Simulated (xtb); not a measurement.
xtb input (GFN2-xTB):

```bash
xtb mol.xyz --gfn 2 --ohess tight --chrg -1 --uhf 0
```
mol.xyz:
```
8

O     -0.02798033     0.19096286     1.15650336
C      0.03876362     1.30088279     0.34401193
C     -0.02712026    -0.91125437     0.34774865
C     -0.00850816     0.85169712    -0.92773325
C     -0.00486090    -0.50794866    -0.95144876
H      0.03571575     2.18801958     0.83919784
H      0.01695699    -1.84407302     0.88271772
H      0.00076055    -1.21657400    -1.82633378
```

Output:

```
           -------------------------------------------------
          |                Calculation Setup                |
           -------------------------------------------------

           -------------------------------------------------
          |                 G F N 2 - x T B                 |
           -------------------------------------------------

        Reference                      10.1021/acs.jctc.8b01176
      * Hamiltonian:
        H0-scaling (s, p, d)           1.850000    2.230000    2.230000
        zeta-weighting                 0.500000
      * Dispersion:
        s8                             2.700000
        a1                             0.520000
        a2                             5.000000
        s9                             5.000000
      * Repulsion:
        kExp                           1.500000    1.000000
        rExp                           1.000000
      * Coulomb:
        alpha                          2.000000
        third order                    shell-resolved
        anisotropic                    true
        a3                             3.000000
        a5                             4.000000
        cn-shift                       1.200000
        cn-exp                         4.000000
        max-rad                        5.000000

          ...................................................
          :                      SETUP                      :
          :.................................................:
          :  # basis functions                  23          :
          :  # atomic orbitals                  23          :
          :  # shells                           13          :
          :  # electrons                        26          :
          :  max. iterations                   250          :
          :  Hamiltonian                  GFN2-xTB          :
          :  restarted?                      false          :
          :  GBSA solvation                  false          :
          :  PC potential                    false          :
          :  electronic temp.          300.0000000     K    :
          :  accuracy                    1.0000000          :
          :  -> integral cutoff          0.2500000E+02      :
          :  -> integral neglect         0.1000000E-07      :
          :  -> SCF convergence          0.1000000E-05 Eh   :
          :  -> wf. convergence          0.1000000E-03 e    :
          :  Broyden damping             0.4000000          :
          :  net charge                         -1          :
          :  unpaired electrons                  0          :
          ...................................................

 iter      E             dE          RMSdq      gap      omega  full diag
   1    -14.3427494 -0.143427E+02  0.564E+00    3.62       0.0  T
   2    -14.4030636 -0.603142E-01  0.413E+00    1.26       1.0  T
   3    -14.4147973 -0.117337E-01  0.207E+00    2.12       1.0  T
   4    -14.4153149 -0.517515E-03  0.681E-01    1.98       1.0  T
   5    -14.4175974 -0.228253E-02  0.127E-01    2.00       1.0  T
   6    -14.4176039 -0.649146E-05  0.477E-02    1.98       1.0  T
[...]
      molecular mass/u    :       67.0661708
   center of mass at/Å    :        0.0041875       0.1635888       0.0624565
  moments of inertia/u·Å² :        0.5129206E+02   0.5331639E+02   0.1046084E+03
rotational constants/cm⁻¹ :        0.3286597E+00   0.3161811E+00   0.1611498E+00

 * 6 selected distances

     #   Z          #   Z                                           value/Å
     1   8 O        3   6 C                                       1.3557132
     2   6 C        4   6 C                                       1.3622052 (max)
     3   6 C        5   6 C                                       1.3573081
     2   6 C        6   1 H                                       1.0876609
Molecule has the following symmetry elements: (sigma)
It seems to be the Cs point group
     3   6 C        7   1 H                                       1.0853983 (min)
     5   6 C        8   1 H                                       1.0888859

 * 3 distinct bonds (by element types)

   Z      Z             #   av. dist./Å        max./Å        min./Å
   1 H    6 C           3     1.0873150     1.0888859     1.0853983
   6 C    6 C           2     1.3597567     1.3622052     1.3573081
   6 C    8 O           1     1.3557132     1.3557132     1.3557132

           -------------------------------------------------
          |               Frequency Printout                |
           -------------------------------------------------
 projected vibrational frequencies (cm⁻¹)
eigval :       -0.00    -0.00    -0.00     0.00     0.00     0.00
eigval :      545.16   580.04   688.05   733.46   800.01   833.08
eigval :      839.03   877.97  1014.17  1099.62  1127.48  1171.75
eigval :     1276.33  1401.64  1503.91  2936.65  2951.90  2978.08
 reduced masses (amu)
   1: 11.17   2: 11.27   3: 11.21   4: 12.46   5: 12.77   6: 12.19   7: 11.90   8: 11.15
   9:  2.99  10:  2.85  11: 12.73  12: 11.86  13:  3.29  14: 11.67  15:  6.40  16:  9.83
  17:  5.54  18:  4.31  19:  8.58  20: 10.20  21: 11.36  22:  1.76  23:  1.81  24:  1.89
 IR intensities (km·mol⁻¹)
   1: 17.87   2: 20.09   3:  0.22   4:  1.04   5:  7.42   6:  9.98   7:  0.36   8:  5.73
   9:  0.20  10:  0.06  11: 27.28  12:  4.45  13:  0.76  14: 52.71  15:  7.55  16: 27.33
  17:  2.66  18: 20.47  19: 24.48  20:112.63  21: 43.72  22:346.84  23:443.71  24:105.69
 Raman intensities (Ä⁴*amu⁻¹)
   1:  0.00   2:  0.00   3:  0.00   4:  0.00   5:  0.00   6:  0.00   7:  0.00   8:  0.00
   9:  0.00  10:  0.00  11:  0.00  12:  0.00  13:  0.00  14:  0.00  15:  0.00  16:  0.00
  17:  0.00  18:  0.00  19:  0.00  20:  0.00  21:  0.00  22:  0.00  23:  0.00  24:  0.00
 output can be read by thermo (or use thermo option).
 writing <g98.out> molden fake output.
 recommended (thermochemical) frequency scaling factor: 1.0
           -------------------------------------------------
          |             Thermodynamic Functions             |
           -------------------------------------------------

cs  symmetry found (for desy threshold:  0.10E+00) used in thermo

          ...................................................
          :                      SETUP                      :
          :.................................................:
          :  # frequencies                          18      :
          :  # imaginary freq.                       0      :
          :  linear?                             false      :
          :  only rotor calc.                    false      :
          :  symmetry                               cs      :
          :  rotational number                       1      :
          :  scaling factor                  1.0000000      :
          :  rotor cutoff                   50.0000000 cm⁻¹ :
          :  imag. cutoff                  -20.0000000 cm⁻¹ :
          :.................................................:

    mode    ω/cm⁻¹     T·S(HO)/kcal·mol⁻¹    T·S(FR)/kcal·mol⁻¹   T·S(vib)
   ------------------------------------------------------------------------
   ------------------------------------------------------------------------

   temp. (K)  partition function   enthalpy   heat capacity  entropy
                                   cal/mol     cal/K/mol   cal/K/mol   J/K/mol
 298.15  VIB   1.35                  615.850      7.675      2.661
         ROT  0.409E+05              888.752      2.981     24.081
         INT  0.551E+05             1504.602     10.656     26.743
         TR   0.531E+27             1481.254      4.968     38.510
         TOT                        2985.8560    15.6243    65.2524   273.0158

       T/K    H(0)-H(T)+PV         H(T)/Eh          T*S/Eh         G(T)/Eh
   ------------------------------------------------------------------------
    298.15    0.475826E-02    0.579724E-01    0.310035E-01    0.269689E-01
   ------------------------------------------------------------------------
Note: The following floating-point exceptions are signalling: IEEE_UNDERFLOW_FLAG IEEE_DENORMAL
normal termination of xtb

         :::::::::::::::::::::::::::::::::::::::::::::::::::::
         ::                  THERMODYNAMIC                  ::
         :::::::::::::::::::::::::::::::::::::::::::::::::::::
         :: total free energy         -14.209810912455 Eh   ::
         ::.................................................::
         :: total energy              -14.236779816403 Eh   ::
         :: zero point energy           0.053214137003 Eh   ::
         :: G(RRHO) w/o ZPVE           -0.026245233055 Eh   ::
         :: G(RRHO) contrib.            0.026968903948 Eh   ::
         :::::::::::::::::::::::::::::::::::::::::::::::::::::

optimized geometry written to: xtbopt.xyz

           -------------------------------------------------
          | TOTAL ENERGY              -14.236779816403 Eh   |
          | TOTAL ENTHALPY            -14.178807415061 Eh   |
          | TOTAL FREE ENERGY         -14.209810912455 Eh   |
          | GRADIENT NORM               0.000175222181 Eh/α |
          | HOMO-LUMO GAP               2.888383041134 eV   |
           -------------------------------------------------

------------------------------------------------------------------------
------------------------------------------------------------------------
 total:
 SCF:
 ANC optimizer:
 analytical hessian:
```

It need not be the lowest isomer of its formula. Whether it binds its extra electron was not tested at this geometry.
